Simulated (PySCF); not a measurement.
**Orbital picture of SiH⁺**

LC-ωPBE at R = 1.520 Å; Si def2-TZVPPD, H def2-TZVPPD; no relativity (PySCF 2.14). State: ¹Σ⁺ (singlet), closed shell. Only the outer orbitals are listed, counted within each symmetry.

```csv
orbital,occ.,ε (eV),on Si (%),main shells (%)
4σ,2,-24.59,77,"73 Si s, 22 H s"
5σ,2,-18.14,74,"47 Si p, 27 H s, 23 Si s"
2π,0,-8.10,99,99 Si p
2π,0,-8.10,99,99 Si p
6σ,0,-3.13,80,"32 Si s, 27 Si d, 21 Si p"
```

Problem. Which are the highest filled and the lowest empty level, where do they sit, and how wide is the gap?

Solution. Highest filled 5σ at -18.14 eV (in %: 47 Si p, 27 H s, 23 Si s); lowest empty 2π at -8.10 eV (in %: 99 Si p); the gap at LC-ωPBE is 10.04 eV.

| Quantity | Value |
| --- | --- |
| bond order (Mayer) | 0.91 |
| ⟨S²⟩ | 0.000 |
| charge on Si (Mulliken, basis-dependent) | 0.98 |
| charge on Si (Löwdin, basis-dependent) | 1.25 |
| dipole moment (positive dipole points towards H; it is taken about the centre of mass and depends on that origin) | 0.55 D |
